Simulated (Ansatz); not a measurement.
Born–Oppenheimer molecular dynamics of C3H2F (6 atoms, charge 1, multiplicity 1). It starts from a relaxed structure.

All numbers below come from RKS B3LYP-D4/STO-3G in Ansatz 0.2.0.

| Quantity | Value |
| --- | --- |
| ensemble | NVT, Nosé–Hoover chain |
| time step | 4 fs |
| steps asked | 120 |
| set temperature | 50 K |
| thermostat | time constant 50 fs, chain length 3 |
| seed | 922423 |

First frame:

```xyz
6
Properties=species:S:1:pos:R:3
F -0.486 -1.910 0.753
C -0.185 -0.725 0.286
C 0.672 0.126 -0.465
C -0.472 0.662 0.154
H 1.577 0.296 -1.090
H -1.106 1.551 0.362
```

**Question.** What does the run give?

**Answer.** All steps were run.

```yaml
steps_done: 120
time_covered: 480 fs
mean_temperature_over_the_second_half: 40 K
spread_of_the_potential_energy_over_the_second_half: 5.0 meV per atom
mean_potential_energy_of_the_second_half_above_the_start: 2560.3 meV per atom
```

The conserved energy changed by up to 47000 meV per atom, so the integration failed: the time step of 4 fs is too long for the fastest motions that this run met, and the later frames carry no physical meaning.

**Question.** What happens to the structure?

**Answer.** Parted: C3–H5 1.11 → 9.39 Å, C4–H6 1.11 → 8.71 Å. It ends as C3F + H + H (total charge +1). Pairs count as bonded within 1.25 times the sum of covalent radii (0.12 Å more for H–H). This is one draw of velocities; another would differ in detail.

**Question.** How do temperature and energy run in time?

**Answer.** 
```tsv
time (fs)	T (K)	potential energy less start (eV)	conserved less start (meV/atom)
0.0	50	0.000	0.00
16.0	26446	10.811	10164.16
32.0	756	23.561	47295.28
48.0	642	19.742	47260.83
64.0	330	17.865	47242.67
80.0	62	17.755	47239.90
96.0	46	17.688	47239.40
112.0	350	17.395	47242.84
128.0	585	15.576	47224.26
144.0	63	15.535	47223.66
160.0	48	15.439	47222.62
176.0	11	15.413	47222.22
192.0	5	15.412	47222.24
208.0	4	15.408	47222.21
224.0	4	15.405	47222.20
240.0	4	15.403	47222.20
256.0	5	15.400	47222.20
272.0	7	15.397	47222.20
288.0	10	15.393	47222.20
304.0	14	15.389	47222.20
320.0	21	15.383	47222.20
336.0	30	15.377	47222.20
352.0	43	15.370	47222.20
368.0	60	15.362	47222.20
384.0	75	15.353	47222.19
400.0	82	15.344	47222.19
416.0	78	15.335	47222.19
432.0	66	15.328	47222.19
448.0	54	15.321	47222.19
464.0	43	15.315	47222.19
480.0	36	15.310	47222.19
```

Run time: 110 s on 1 CPU thread of a shared host.
